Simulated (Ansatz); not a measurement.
A run of Ansatz (development build ahead of 0.2.0) on singlet BF at this shape:

```xyz
2

B     0.0000    0.0000   -0.8768
F     0.0000    0.0000    0.4871
```

Its results:

```
Converged                       : yes
Reference energy                : -124.15166 hartree
Correlation energy              : -0.32359 hartree
Total energy                    : -124.47525 hartree
Spin squared of the determinant : 0.000
```

Task: Which input gives this output? Name the method, the orbitals and the basis set, and write the input.

Result: RHF-MP2 in def2-TZVP. An unrestricted run that stays on the closed shell gives the same numbers.

```yaml
crystal:
  periodic: [false, false, false]
  atoms:
    - { symbol: B, position_ang: [0.0, 0.0, -0.87684] }
    - { symbol: F, position_ang: [0.0, 0.0, 0.48713] }
basis:
  gaussian: { orbitals: def2-TZVP }
hamiltonian:
  xc: hf
correlation:
  method: mp2
  frozen_orbitals: { B: 1, F: 1 }
```
